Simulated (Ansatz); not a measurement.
Geometry optimisation, RKS LDA/def2-SVP in Ansatz 0.2.0.

Input:

```yaml
crystal:
  periodic: [false, false, false]
  atoms:
    - { symbol: Al, position_ang: [0.245931, -0.091081, 0.033932] }
    - { symbol: F, position_ang: [0.660957, -0.072984, 1.642097] }
    - { symbol: H, position_ang: [1.742495, 0.175387, -0.234873] }
    - { symbol: O, position_ang: [-1.187831, -0.335722, -0.79745] }
    - { symbol: H, position_ang: [-2.091153, -0.522301, -0.504406] }
basis:
  gaussian: { orbitals: def2-SVP }
hamiltonian:
  xc: lda
relax:
  f_tol: 0.03
  max_steps: 50
```

Launched with:

```bash
$ ansatz run input.yaml --threads 1 --pin off --max-ram 2048MiB --backend cpu --events-out ev --progress --plain --runs-dir out
```

Question: Where does it end, and by what steps?

Answer: It converged. After 8 steps the energy has fallen by 0.617 eV; F2 moved furthest, 0.39 Å.

| step | energy less start (eV) | largest force component (eV/Å) | accepted |
| --- | --- | --- | --- |
| 0 | 0.0000 | 1.478 | yes |
| 1 | -0.4331 | 1.054 | yes |
| 2 | -0.5927 | 0.638 | yes |
| 3 | -0.6037 | 0.466 | yes |
| 4 | -0.6117 | 0.322 | yes |
| 5 | -0.6154 | 0.126 | yes |
| 6 | -0.6162 | 0.121 | yes |
| 7 | -0.6166 | 0.063 | yes |
| 8 | -0.6169 | 0.007 | yes |

```xyz
5
Properties=species:S:1:pos:R:3
Al 0.354 -0.084 0.139
F 0.309 -0.139 1.798
H 1.710 0.187 -0.617
O -1.054 -0.318 -0.757
H -1.948 -0.492 -0.424
```

Run time: 8.8 s on 1 thread of Arm Neoverse V1 (shared host), peak memory 0.12 GiB.
